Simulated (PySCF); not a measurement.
# Si, Si+, Si(2+), Si(3+): ionisation energies in x2c-QZVPPall plus 1 even-tempered diffuse shell per l

Aim: the ionisation energy of silicon from differences of total energies, at each level of theory, and how far each lands from the tabulated value where there is one.

Method: unrestricted determinants in a Gaussian basis, no spin-orbit coupling in the energies. Code: PySCF 2.14.0.

**1. The atom as given**

- Element: silicon (Z = 14)
- Basis: x2c-QZVPPall with one added diffuse shell each of s, p, d, f type (10s7p5d3f1g, 86 functions)
- Hamiltonian: scalar relativity by spin-free X2C-1e
- State 1: Si: [Ne] 3s2 3p2, high-spin 3P determinant
- State 2: Si+: [Ne] 3s2 3p1, 2P determinant
- State 3: Si(2+): [Ne] 3s2, closed-shell 1S
- State 4: Si(3+): [Ne] 3s1, 2S determinant
- Methods: CCSD(T)
- Core shells frozen in the correlated runs: valence and next inner shell: 1s2 (for Si)

The outer shells:

Si [Ne] 3s2 3p2
```
[Ne] core
3s [↑↓]
3p [↑ ][↑ ][  ]
```

Si+ [Ne] 3s2 3p1
```
[Ne] core
3s [↑↓]
3p [↑ ][  ][  ]
```

Si2+ [Ne] 3s2
```
[Ne] core
3s [↑↓]
```

Si3+ [Ne] 3s1
```
[Ne] core
3s [↑ ]
```

The runs were made by one driver on top of PySCF. The scripts below sum up each run's settings (the driver also hands on starting orbitals that pick excited configurations, and frozen orbitals as a list rather than a count), and the logs come from the driver's own runs. The driver starts from symmetry-adapted Hartree-Fock orbitals, holds the occupation by maximum overlap and uses a logarithmic radial grid for functionals, so a plain start would take other cycles.

The integrals over 86 functions and the set-up took 0.42 s of CPU time.

**2. Si: CCSD(T) (valence and next inner shell)**

#### CCSD(T) (valence and next inner shell)

input.py reads:

```python
from pyscf import gto, scf, dft, mp, cc
import basis_set_exchange as bse
mol = gto.M(atom="Si 0 0 0", charge=0, spin=2, symmetry="D2h",
            basis=gto.basis.parse(bse.get_basis("x2c-QZVPPall", elements=["Si"], fmt="nwchem", augment_diffuse=1)),
            nucmod="G")
mf = scf.UHF(mol).sfx2c1e()
mf.irrep_nelec = {'Ag': (3, 3), 'B1u': (2, 1), 'B2u': (2, 1), 'B3u': (1, 1)}
mf.kernel()
mycc = cc.CCSD(mf, frozen=1).run()
mycc.ccsd_t()
```

**3. Si+, at CCSD(T) (valence and next inner shell)**

#### CCSD(T) (valence and next inner shell)

input.py reads:

```python
from pyscf import gto, scf, dft, mp, cc
import basis_set_exchange as bse
mol = gto.M(atom="Si 0 0 0", charge=1, spin=1, symmetry="D2h",
            basis=gto.basis.parse(bse.get_basis("x2c-QZVPPall", elements=["Si"], fmt="nwchem", augment_diffuse=1)),
            nucmod="G")
mf = scf.UHF(mol).sfx2c1e()
mf.irrep_nelec = {'Ag': (3, 3), 'B1u': (1, 1), 'B2u': (2, 1), 'B3u': (1, 1)}
mf.kernel()
mycc = cc.CCSD(mf, frozen=1).run()
mycc.ccsd_t()
```

**4. Si(2+), at CCSD(T) (valence and next inner shell)**

#### CCSD(T) (valence and next inner shell)

input.py reads:

```python
from pyscf import gto, scf, dft, mp, cc
import basis_set_exchange as bse
mol = gto.M(atom="Si 0 0 0", charge=2, spin=0, symmetry="D2h",
            basis=gto.basis.parse(bse.get_basis("x2c-QZVPPall", elements=["Si"], fmt="nwchem", augment_diffuse=1)),
            nucmod="G")
mf = scf.UHF(mol).sfx2c1e()
mf.irrep_nelec = {'Ag': (3, 3), 'B1u': (1, 1), 'B2u': (1, 1), 'B3u': (1, 1)}
mf.kernel()
mycc = cc.CCSD(mf, frozen=1).run()
mycc.ccsd_t()
```

**5. Si(3+), at CCSD(T) (valence and next inner shell)**

#### CCSD(T) (valence and next inner shell)

input.py reads:

```python
from pyscf import gto, scf, dft, mp, cc
import basis_set_exchange as bse
mol = gto.M(atom="Si 0 0 0", charge=3, spin=1, symmetry="D2h",
            basis=gto.basis.parse(bse.get_basis("x2c-QZVPPall", elements=["Si"], fmt="nwchem", augment_diffuse=1)),
            nucmod="G")
mf = scf.UHF(mol).sfx2c1e()
mf.irrep_nelec = {'Ag': (3, 2), 'B1u': (1, 1), 'B2u': (1, 1), 'B3u': (1, 1)}
mf.kernel()
mycc = cc.CCSD(mf, frozen=1).run()
mycc.ccsd_t()
```

What does the calculation give?

As calculated:

| quantity | value |
| --- | --- |
| ionisation energy, Si | UHF 7.626, CCSD(T) (valence and next inner shell) 8.114 eV; reference 8.157 |
| ionisation energy, Si+ | UHF 15.835, CCSD(T) (valence and next inner shell) 16.258 eV; reference 16.322 |
| ionisation energy, Si(2+) | UHF 32.019, CCSD(T) (valence and next inner shell) 33.437 eV; reference 33.493 |

Accuracy by level (over 3 differences):

```tsv
method	mean absolute miss against the measured values (with the measured fine structure taken into account where it is known) (eV)
UHF	0.831
MP2 (valence and next inner shell)	0.202
SCS-MP2 (valence and next inner shell)	0.192
CCSD (valence and next inner shell)	0.090
CCSD(T) (valence and next inner shell)	0.054
```

What this shows: CCSD(T) (valence and next inner shell) lands nearest to the measured values (mean absolute error over 3 measured values 0.05 eV); UHF misses by most (0.83 eV). Hartree-Fock falls short because the species with more electrons holds more correlation energy, which it lacks. All values hold for this basis alone; no basis-set limit was taken.
